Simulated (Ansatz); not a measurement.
System: Si$_{2}$, charge 0, triplet. Si2 (SMILES [Si]=[Si], triplet).
B3LYP-D3(BJ)/def2-TZVP minimum from Ansatz (a first-principles code):
```xyz
2

Si     0.0000     0.0000    -1.1339
Si     0.0000     0.0000     1.1339
```
Charge 0, spin multiplicity 3.

Hartree-Fock and MP2 correlation energies in hartree (Ansatz). UHF or UKS for unpaired electrons; spin-orbit terms are left out. Cores are frozen in correlated methods. No relativity.

```csv
basis,X,E(HF),"E(corr, MP2)"
cc-pV(T+d)Z,3,-577.77908,-0.15778
cc-pV(Q+d)Z,4,-577.78345,-0.16921
cc-pV(5+d)Z,5,-577.78430,withheld
```

**Question.** Fit E(corr) = E∞ + A/X³ to X = 3 and 4, predict X = 5, and compare with the run.

**Answer.** A = (-0.15778 - (-0.16921))/(1/27 - 1/64) = 0.5338; E∞ = -0.16921 - A/64 = -0.17755; at X = 5, E∞ + A/125 = -0.17328. The run gave -0.17452, 1.24 mEh below the prediction. The same form on X = 4 and 5 gives E∞ = -0.18009, 2.54 mEh below the first estimate.
